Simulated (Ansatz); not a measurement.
Reaction: CH3NOSi (SMILES O=C=N[SiH3]) → SiH3 (SMILES [SiH3], doublet) + NCO (SMILES [N]=C=O, doublet) (the N-Si bond breaks)
Each species at its own B3LYP-D3(BJ)/def2-TZVP minimum (Ansatz, an electronic-structure program).

Total energies in hartree (Ansatz). Open shells are spin-unrestricted; no spin-orbit coupling. Correlated methods leave the cores frozen. No relativity. The UHF reference of CNO ([N]=C=O, doublet) is spin-contaminated (<S^2> up to 0.10 over the pure value in the sets run).

```tsv
species	HF/cc-pV(T+d)Z	CCSD(T)/cc-pV(T+d)Z	HF/cc-pV(Q+d)Z	CCSD(T)/cc-pV(Q+d)Z	CCSD(T)/cc-pV(D+d)Z	CCSDT(Q)/cc-pV(D+d)Z
1: CH3NOSi (isocyanatosilane, SMILES O=C=N[SiH3])	-457.98513	-458.72483	-458.00150	-458.78765	-458.52079	-458.52345
2: SiH3 (SMILES [SiH3], doublet)	-290.64257	-290.78856	-290.64619	-290.79897	-290.75358	-290.75426
3: NCO (SMILES [N]=C=O, doublet)	-167.19057	-167.75065	-167.20264	-167.79891	-167.59663	-167.59985
```

Problem. Work out the bond dissociation energy (electronic) in kcal/mol: take Hartree-Fock from cc-pV(Q+d)Z, extrapolate the CCSD(T) correlation energy as X^-3 (X = 3, 4), and add CCSDT(Q) - CCSD(T) in cc-pV(D+d)Z. 1 hartree = 627.51 kcal/mol.

Solution. 
Species 1: correlation (64·(-0.78615) - 27·(-0.73970))/37 = -0.82005; step -0.00266; E1 = -458.00150 + (-0.82005) + (-0.00266) = -458.82421
Species 2: correlation (64·(-0.15278) - 27·(-0.14599))/37 = -0.15773; step -0.00068; E2 = -290.64619 + (-0.15773) + (-0.00068) = -290.80460
Species 3: correlation (64·(-0.59627) - 27·(-0.56008))/37 = -0.62268; step -0.00322; E3 = -167.20264 + (-0.62268) + (-0.00322) = -167.82854
-1·E1 +1·E2 +1·E3 = 0.19107 hartree = 119.9 kcal/mol.
